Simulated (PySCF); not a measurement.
C2H4, charge +1, sextet, at a GFN2-xTB geometry of the parent state (a state made from the parent by changing its charge; the spin is typed, not shown lowest); MP2/6-31G* (PySCF).

PySCF was given this input:
```python
from pyscf import gto, scf, mp

mol = gto.M(
    atom='''
C    -0.652257   -0.040606    0.002958
C     0.652257    0.040606   -0.002958
H    -1.330139    0.738756    0.372842
H    -1.231558   -0.898233   -0.361223
H     1.336772   -0.811258    0.094558
H     1.224925    0.970735   -0.106177
''',
    basis='6-31g*',
    charge=1,
    spin=5,
    verbose=4,
)

mf = scf.UHF(mol)
mf.kernel()

pt = mp.MP2(mf)
pt.kernel()
print('E(MP2) = %.10f' % pt.e_tot)
mf.analyze()
```

**Question.** Predict the main parts of the log of this PySCF run.

**Answer.** 
```
PySCF version 2.14.0

[INPUT] verbose = 4
[INPUT] num. atoms = 6
[INPUT] num. electrons = 15
[INPUT] charge = 1
[INPUT] spin (= nelec alpha-beta = 2S) = 5
[INPUT] symmetry False subgroup None
[INPUT] Mole.unit = angstrom
[INPUT] Symbol           X                Y                Z      unit          X                Y                Z       unit  Magmom
[...]
nuclear repulsion = 33.4353859177988
number of shells = 20
number of NR pGTOs = 70
number of NR cGTOs = 36
basis = 6-31g*
ecp = {}

******** <class 'pyscf.scf.uhf.UHF'> ********
method = UHF
initial guess = minao
damping factor = 0
level_shift factor = 0
DIIS = <class 'pyscf.scf.diis.CDIIS'>
diis_start_cycle = 1
diis_space = 8
diis_damp = 0
SCF conv_tol = 1e-09
SCF conv_tol_grad = None
SCF max_cycles = 50
direct_scf = True
direct_scf_tol = 1e-13
number electrons alpha = 10  beta = 5
Set gradient conv threshold to 3.16228e-05
init E= -78.1345304734295

cycle= 1 E= -76.7495781543548  delta_E= 1.38  |g|= 0.442  |ddm|= 8.96

cycle= 2 E= -76.8761551012449  delta_E= -0.127  |g|= 0.151  |ddm|= 2.11

cycle= 3 E= -76.8886938050648  delta_E= -0.0125  |g|= 0.0338  |ddm|= 0.435

cycle= 4 E= -76.8900706960503  delta_E= -0.00138  |g|= 0.00862  |ddm|= 0.0818

cycle= 5 E= -76.8901955116968  delta_E= -0.000125  |g|= 0.00258  |ddm|= 0.0305

cycle= 6 E= -76.8902106059756  delta_E= -1.51e-05  |g|= 0.000954  |ddm|= 0.0129

cycle= 7 E= -76.8902129417763  delta_E= -2.34e-06  |g|= 0.000198  |ddm|= 0.00508

cycle= 8 E= -76.8902130253012  delta_E= -8.35e-08  |g|= 5.51e-05  |ddm|= 0.0012

cycle= 9 E= -76.8902130353698  delta_E= -1.01e-08  |g|= 3.8e-05  |ddm|= 0.00103

cycle= 10 E= -76.890213040223  delta_E= -4.85e-09  |g|= 4.45e-05  |ddm|= 0.000589

cycle= 11 E= -76.8902130323788  delta_E= 7.84e-09  |g|= 2.96e-05  |ddm|= 0.00123

cycle= 12 E= -76.8902130291668  delta_E= 3.21e-09  |g|= 1.12e-05  |ddm|= 0.00126

cycle= 13 E= -76.8902130294388  delta_E= -2.72e-10  |g|= 7.89e-06  |ddm|= 0.000343

Extra cycle  E= -76.8902130298172  delta_E= -3.78e-10  |g|= 1.04e-05  |ddm|= 0.000136
converged SCF energy = -76.8902130298172  <S^2> = 8.769679  2S+1 = 6.0065561

******** <class 'pyscf.mp.ump2.UMP2'> ********
nocc = (np.int64(10), np.int64(5)), nmo = (36, 36)
E(UMP2) = -77.1246254717735  E_corr = -0.234412441956302
E(SCS-UMP2) = -77.1192810019522  E_corr = -0.229067972135055
E_corr(same-spin) = -0.0602618748605852
E_corr(oppo-spin) = -0.174150567095717
E(MP2) = -77.1246254718
**** SCF Summaries ****
[...]
Total Energy =                         -76.890213029817161
[...]
[...]
To work with the spin densities directly, `use mulliken_meta_spin()` only printing them here.

 ** Mulliken spin pop alpha/beta on meta-lowdin orthogonal AOs **
 ** Mulliken Spin Density (per AO)  **
spin_pop of  0 C 1s       -0.00001
spin_pop of  0 C 2s        0.10532
spin_pop of  0 C 3s        0.00615
spin_pop of  0 C 2px       0.43176
spin_pop of  0 C 2py       0.31441
spin_pop of  0 C 2pz       0.87395
spin_pop of  0 C 3px       0.02067
spin_pop of  0 C 3py       0.00435
spin_pop of  0 C 3pz       0.00538
spin_pop of  0 C 3dxy      0.00198
spin_pop of  0 C 3dyz     -0.00018
spin_pop of  0 C 3dz^2    -0.00079
spin_pop of  0 C 3dxz      0.00177
spin_pop of  0 C 3dx2-y2    0.00347
spin_pop of  1 C 1s       -0.00001
spin_pop of  1 C 2s        0.10532
spin_pop of  1 C 3s        0.00615
spin_pop of  1 C 2px       0.43121
spin_pop of  1 C 2py       0.21928
spin_pop of  1 C 2pz       0.96962
spin_pop of  1 C 3px       0.02066
spin_pop of  1 C 3py       0.00401
spin_pop of  1 C 3pz       0.00573
spin_pop of  1 C 3dxy      0.00264
spin_pop of  1 C 3dyz      0.00015
spin_pop of  1 C 3dz^2    -0.00131
spin_pop of  1 C 3dxz      0.00111
spin_pop of  1 C 3dx2-y2    0.00368
spin_pop of  2 H 1s        0.30841
spin_pop of  2 H 2s        0.05752
spin_pop of  3 H 1s        0.30835
spin_pop of  3 H 2s        0.05751
spin_pop of  4 H 1s        0.30834
spin_pop of  4 H 2s        0.05750
spin_pop of  5 H 1s        0.30840
spin_pop of  5 H 2s        0.05751
 ** Mulliken Spin Density (per atom)  **
spin density of  0 C =      1.76824
spin density of  1 C =      1.76823
spin density of  2 H =      0.36593
spin density of  3 H =      0.36585
spin density of  4 H =      0.36584
spin density of  5 H =      0.36592
 ** Mulliken pop alpha/beta on meta-lowdin orthogonal AOs **
 ** Mulliken pop       alpha | beta **
[...]
In total            10.00000 | 5.00000
 ** Mulliken atomic charges   ( Nelec_alpha | Nelec_beta ) **
charge of  0C =      0.04807  (     3.86008      2.09185 )
charge of  1C =      0.04807  (     3.86008      2.09185 )
charge of  2H =      0.22595  (     0.56999      0.20406 )
charge of  3H =      0.22597  (     0.56994      0.20409 )
charge of  4H =      0.22598  (     0.56993      0.20409 )
charge of  5H =      0.22596  (     0.56998      0.20406 )

WARN: System has nonzero charge 1; the dipole moment is origin-dependent.
Location of origin: [0. 0. 0.]

Dipole moment(X, Y, Z, Debye):  0.00009, -0.00028, -0.00005
```
